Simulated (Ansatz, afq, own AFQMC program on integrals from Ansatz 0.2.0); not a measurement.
AFQMC on a folder of integrals that Ansatz 0.2.0 wrote.

```yaml
crystal:
  periodic: [false, false, false]
  atoms:
    - {symbol: C, position_ang: [0.000000, 0.000000, 0.000000]}
    - {symbol: H, position_ang: [0.000000, 0.000000, 2.498000]}
basis:
  gaussian: {orbitals: cc-pVTZ}
total_charge: 1
magnetization: {spin_polarized: true, initial_magnetization: 0}
correlation: {method: ccsd_t, electrons: outside_noble_gas, hamiltonian_folder: ham}
```

```sh
$ ansatz run in.yaml --threads 1 --pin off --events-out ev --progress --plain --max-ram 24576MiB --backend cuda --devices 0, --max-vram 18GiB
```

Options of the walk:

```
--method phaseless --trial cisd --walkers 4000 --populations 20 --least-time 60 --time-step 0.005 --steps-per-block 50 --equilibration-blocks 40 --max-blocks 4000 --target-error 0.00024 --factor-cut 1e-05 --start spin_pure --seed 2464 --release-times 0.24,0.51,0.99,1.62,2.4 --release-step 0.03 --release-every 3 --taylor-order 6
```

Times are imaginary, in 1/Eh. The walk had a cap of 129 s. With eight or more populations the least sampling time is a fifth of least-time, and the error comes from their spread.

Output of the walk:

```
orbitals 43  electrons 2 2  factors 238 of 239
reference energy -37.79887109 Eh
CCSD correlation -0.08294341 Eh in 16 cycles, weight of the determinant in the CISD state 0.8237
energy of the start -37.867057 Eh
 block  time / (1/Eh)  mean weight  energy / Eh
     1     0.250  1.0000  -37.874635
     2     0.500  1.0001  -37.878751
     3     0.750  0.9999  -37.881638
     4     1.000  0.9998  -37.883103
     5     1.250  0.9999  -37.884535
     7     1.750  1.0000  -37.886115
     9     2.250  1.0001  -37.887456
    15     3.750  1.0000  -37.888269
    29     7.250  0.9995  -37.888394
    43    10.750  1.0001  -37.887251
    57    14.250  1.0000  -37.887215
    71    17.750  1.0001  -37.887990
    85    21.250  1.0000  -37.888578
    99    24.750  1.0008  -37.887387
   113    28.250  0.9998  -37.887742
   127    31.750  1.0001  -37.888282
   141    35.250  1.0000  -37.887283
   148    37.000  0.9995  -37.886916
   155    38.750  1.0002  -37.888425
   169    42.250  0.9997  -37.887545
   183    45.750  1.0003  -37.887320
   197    49.250  1.0000  -37.887743
   211    52.750  1.0006  -37.887148
   225    56.250  1.0002  -37.887257
   239    59.750  0.9996  -37.887625
   246    61.500  1.0004  -37.889433
   253    63.250  1.0001  -37.888095
   267    66.750  0.9996  -37.887087
   281    70.250  0.9999  -37.888309
   288    72.000  1.0000  -37.888057
error from the spread of 20 populations
released: time / (1/Eh)  energy / Eh  error  mean overlap
  0.24  -37.888199  0.000061  0.9986
  0.51  -37.877467  0.011066  0.9976
  0.99  -37.899120  0.010155  0.9963
  1.62  -37.892620  0.003611  0.9946
  2.40  -37.889364  0.000125  0.9905
energy -37.887739 +/- 0.000069 Eh
(rows thinned)
```

The run passed its tests (sampling time, drift between the halves within three errors, error under three times the target), which doesn't prove that it has relaxed, ending at its cap on processor time.

Against this walk (error 1.9 meV) on the same determinant: CCSD(T) 66.1 meV higher, CCSDT(Q) 67.8 meV lower, full CI 68.7 meV lower. The error is statistical and leaves out the bias of the constraint. The determinant has ⟨S²⟩ = 0.93, so the low cluster orders mix in higher spin (the high orders can go on to a lower state of that spin), while the walk starts as a pure singlet. The released energies have errors that jump between times, so the bars are unsure (meV from the phaseless value at times in 1/Eh: -12.5 ± 1.7 at 0.24, 280 ± 301 at 0.51, -310 ± 276 at 0.99, -133 ± 98 at 1.62, -44 ± 3 at 2.40), so they give no level; they do show a bias of the constraint, and the last of them that isn't too noisy lies 24 meV above full CI. Full CI is exact here, so the walk's 69 meV above it is the walk's own error: the bias of the constraint with this trial. The determinant is a poor start (see the cautions), so the low cluster orders aren't to be relied on, and full CI is the sure value.

Cautions: constraint bias not in the error; an unrestricted solution with more broken spin lies lower (91 meV, ⟨S²⟩ 1.02); strong correlation (T1 0.072, weight of the determinant 0.82, largest double 0.28); unrestricted determinant spin contaminated (⟨S²⟩ 0.93 against 0.00); CCSD(T) is in doubt: in a space of 4 electrons in 8 natural orbitals full CI lies 117 meV below it; the CCSDT(Q) amplitudes may be one of several solutions (largest double 0.64); the next higher spin lies close (full CI puts it 141 meV above); walk and cluster series may follow different spin states.

The walk took 2.2 min on 1 × NVIDIA H100 80GB HBM3 with 2 threads of AMD EPYC 7R13 Processor (Zen 3), on a shared host (the card was shared). The log's last line is the phaseless energy.

CCSDT and higher add their correlation energy to the determinant of the CCSD(T) run, since their own runs factorise the integrals more tightly (a shift of under 2 meV). A walk keeps the symmetry of its determinant, which the program's search chose and which needn't be the lowest solution, so a lower state of the same spin and another symmetry isn't excluded.
